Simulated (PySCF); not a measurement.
**C5H8: core ionisation energies**

Ethenylcyclopropane, C5H8.
Bonds: C1–C2 (double), C2–C3, C3–C4, C4–C5, C3–C5. Hydrogens: H6, H7 on C1; H8 on C2; H9 on C3; H10, H11 on C4; H12, H13 on C5.

Method used: PySCF 2.14.0, delta-SCF UKS SCAN, pcX-2 on the ionised atom, pcseg-1 elsewhere, spin-free X2C. Each binding energy is the total energy of the core-ionised species, with the hole localised on one atom, minus that of the ground state; both are solved self-consistently, so orbital relaxation is included.

Q: List the computed XPS lines with their assignment.

A: 
```tsv
atom(s)	environment	level	binding energy (eV)	above the level's lowest (eV)	count
C1	terminal =CH2 carbon	C 1s	289.97	0.00	1
C2	alkene CH carbon	C 1s	290.51	+0.54	1
C4/C5	three-membered-ring carbon	C 1s	290.61	+0.64	2
C3	allylic carbon	C 1s	290.74	+0.77	1
```

The listed C 1s values span 0.77 eV, from C1 (bonded to C (double bond) and 2 H) to C3 (bonded to 3 C and H). The widest gap between neighbouring values is 0.54 eV, between 289.97 and 290.51 eV. Summing the Pauling electronegativity differences to the bonded atoms, each weighted by its formal bond order, gives -0.70 for the lowest site and -0.35 for the highest; no listed site has a larger sum than the highest.

Q: Which photon energy gives electrons from C 1s of C3 a kinetic energy of 100 eV, and what is their de Broglie wavelength?

A: hν = 290.74 + 100 = 390.74 eV, recoil neglected; λ = 12.264 Å/√(E/eV) = 1.23 Å.

Q: Give the binding energy of C 1s of C3 in hartree and in kJ/mol.

A: 290.74 eV = 10.6845 Eh = 28052 kJ/mol.

Topologically equivalent atoms share the value of their first member; where this conformer doesn't relate them by symmetry, their own values could differ. Geometry: PBE0-D3(BJ)/def2-SVP, one conformer, isolated molecule.

Conformer computed: `[CH2:1]=[CH:2][CH:3]1[CH2:4][CH2:5]1`: C1–C2–C3–C4 -14°.
